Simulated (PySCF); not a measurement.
**CH4OSi: core ionisation energies**

Species: CH₄OSi.
Numbering: `[O:1]=[CH:2][SiH3:3]`

The calculation used PySCF 2.14.0, delta-SCF UKS SCAN, pcX-2 on the ionised atom, pcseg-1 elsewhere, spin-free X2C. Binding energies are ΔSCF values: E(core-ionised, relaxed orbitals) − E(ground state) at a fixed geometry, referred to the vacuum level.

Question: What binding energy does each computed site have?

Answer: 
| atom(s) | environment | level | binding energy (eV) | 2p1/2 (eV) | count |
| --- | --- | --- | --- | --- | --- |
| Si3 | SiH3 silicon | Si 1s | 1846.95 | – | 1 |
| O1 | carbonyl oxygen | O 1s | 538.57 | – | 1 |
| C2 | carbonyl carbon | C 1s | 293.48 | – | 1 |
| Si3 | SiH3 silicon | Si 2p3/2 | 107.25 | 107.87 | 1 |

Question: Which effective nuclear charge Zeff reproduces each element's mean 1s value in the hydrogen-like formula E = 13.606 eV × Zeff²?

Answer: C (Z = 6): mean 293.5 eV, Zeff = 4.64, Z − Zeff = 1.36; O (Z = 8): mean 538.6 eV, Zeff = 6.29, Z − Zeff = 1.71; Si (Z = 14): mean 1847.0 eV, Zeff = 11.65, Z − Zeff = 2.35. Means run over the listed sites, weighted by atom count.

Spin contamination (⟨S²⟩ against 0.75 for a pure doublet) is marked for C 1s of C2 (0.88), which makes this value less certain. The 2p values add to the ΔSCF energy of one spin-free hole a correction within the shell (spin–orbit coupling, ligand field). 2p1/2 minus 2p3/2 (ligand field included): Si 0.62 eV. Isolated species at its PBE0-D3(BJ)/def2-SVP geometry, gas phase.
